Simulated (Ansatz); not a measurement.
Input file:

```yaml
crystal:
  periodic: [false, false, false]
  atoms:
    - {symbol: C, position_ang: [0.000000, 0.000000, 1.624086]}
    - {symbol: Ga, position_ang: [0.000000, 0.000000, -0.312766]}
    - {symbol: H, position_ang: [0.000000, 0.908809, 2.221201]}
    - {symbol: H, position_ang: [0.000000, -0.908809, 2.221201]}
    - {symbol: H, position_ang: [0.000000, 1.367663, -1.079987]}
    - {symbol: H, position_ang: [0.000000, -1.367663, -1.079987]}
basis:
  gaussian: {orbitals: cc-pVDZ, point_charges: [{charge: -0.50, position_ang: [2.737, 0.533, 0.296]}]}
total_charge: 1
magnetization: {spin_polarized: true, initial_magnetization: 0}
hamiltonian: {pseudopotentials: {relativity: none}}
correlation: {method: ccsd_t, electrons: outside_noble_gas}
output: {forces: true}
```

```sh
$ ansatz run in.yaml --threads 1 --pin off --events-out ev --progress --plain --max-ram 2393MiB
```

Output:

```
627 factors; integrals over basis functions are off by at most 1.2e-3 eV
mean field evaluation 1: about -53418.7009 eV, gradient 9.0e0 eV
mean field evaluation 2: about -53418.7256 eV, gradient 9.0e0 eV
mean field evaluation 4: about -53419.3755 eV, gradient 4.6e-1 eV
mean field evaluation 8: about -53419.3770 eV, gradient 2.5e-4 eV
mean field evaluation 16: about -53405.5520 eV, gradient 2.3e1 eV
mean field evaluation 32: about -53419.3765 eV, gradient 6.1e-2 eV
mean field evaluation 64: about -53412.8555 eV, gradient 1.3e-1 eV
mean field evaluation 96: about -53417.2966 eV, gradient 5.3e-1 eV
mean field evaluation 128: about -53417.2734 eV, gradient 1.2e0 eV
mean field evaluation 160: about -53415.6603 eV, gradient 1.4e1 eV
mean field -53419.37702908 eV, -1963.1258968643 hartree, gradient 2.2e-6 eV, S^2 0.000000; 5 other end points of the search recorded, 0 dependent functions left out
determinant -53419.37702908 eV, -1963.1258968643 hartree, with singles and doubles -53424.81223856 eV, -1963.3256371288 hartree
determinant -53417.65354788 eV, -1963.0625600984 hartree, with singles and doubles -53423.05274380 eV, -1963.2609768890 hartree
determinant -53417.63733221 eV, -1963.0619641836 hartree, with singles and doubles -53423.03606798 eV, -1963.2603640639 hartree
15 core orbitals not correlated: weight in the atoms' cores, before any rotation towards them, 0.990 or more for the frozen orbitals, at most 0.010 for the correlated occupied ones
reference -53419.37702908 eV, -1963.1258968643 hartree; 5, 5 occupied and 41, 41 virtual orbitals, 627 factors
second order -4.36840865 eV of doubles, -0.00000000 eV of singles
cycle   1  -5.43517334 eV  change    3.6e-5 eV  update   5.8e-4
cycle   2  -5.43516026 eV  change    1.3e-5 eV  update   4.1e-4
cycle   3  -5.43514163 eV  change    1.9e-5 eV  update   2.9e-4
cycle   4  -5.43518786 eV  change   -4.6e-5 eV  update   1.3e-4
cycle   5  -5.43529238 eV  change   -1.0e-4 eV  update   8.2e-5
cycle   6  -5.43532571 eV  change   -3.3e-5 eV  update   5.0e-5
cycle   7  -5.43527343 eV  change    5.2e-5 eV  update   1.3e-5
cycle   8  -5.43525296 eV  change    2.0e-5 eV  update   5.5e-6
cycle   9  -5.43525235 eV  change    6.1e-7 eV  update   3.2e-6
cycle  10  -5.43525347 eV  change   -1.1e-6 eV  update   2.3e-6
cycle  11  -5.43525541 eV  change   -1.9e-6 eV  update   1.4e-6
cycle  12  -5.43525473 eV  change    6.8e-7 eV  update   5.0e-7
cycle  13  -5.43525447 eV  change    2.6e-7 eV  update   1.5e-7
perturbative correction -0.09290502 eV, -0.0034141964 hartree
the calculation of the forces begins
Total energy: -53424.90518856 eV, -1963.3290529784 hartree
Atom 0 at     0.000000     0.000000     1.624086 Å, force     0.125007     0.030944     1.909014 eV/Å
Atom 1 at     0.000000     0.000000    -0.312766 Å, force     1.053403     0.267364    -3.943190 eV/Å
Atom 2 at     0.000000     0.908809     2.221201 Å, force     0.085605     0.543496     0.540148 eV/Å
Atom 3 at     0.000000    -0.908809     2.221201 Å, force     0.080981    -0.528195     0.579994 eV/Å
Atom 4 at     0.000000     1.367663    -1.079987 Å, force    -0.226935     0.083852     0.388464 eV/Å
Atom 5 at     0.000000    -1.367663    -1.079987 Å, force    -0.116236    -0.148585     0.409511 eV/Å
Dipole moment:     0.142339     0.029273     1.210176 e Å
```

Forces (eV/Å):
```
C    0.125  0.031  1.909
Ga   1.053  0.267 -3.943
H    0.086  0.543  0.540
H    0.081 -0.528  0.580
H   -0.227  0.084  0.388
H   -0.116 -0.149  0.410
```

Ran on 1 thread of Arm Neoverse V1, shared host: 13 s wall, 0.21 GiB peak host memory.
